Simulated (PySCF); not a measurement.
## Neon: a sound run and one with changed settings

Sound run: Ne [Ne], Ne⁺ [He] 2s2 2p5. Calculation: PySCF 2.14, in aug-cc-pVDZ; no relativity, point nucleus. In the sound run the correlated levels freeze 1s2. The sound run starts from symmetry-adapted Hartree-Fock orbitals and uses a fine grid where one is needed.

Changed run: initial guess 1e, at most 50 SCF cycles.

```
species   method  sound run (hartree)  changed run (hartree)  converged
     Ne      UHF           -128.49635             -128.49635        yes
     Ne    B3LYP           -128.92799             -128.92799        yes
     Ne  CCSD(T)           -128.70929             -128.70929        yes
    Ne⁺      PBE           -128.01451             -128.01451        yes
    Ne⁺      MP2           -127.90903             -127.90903        yes
```

Here the plain start reaches the same solutions.
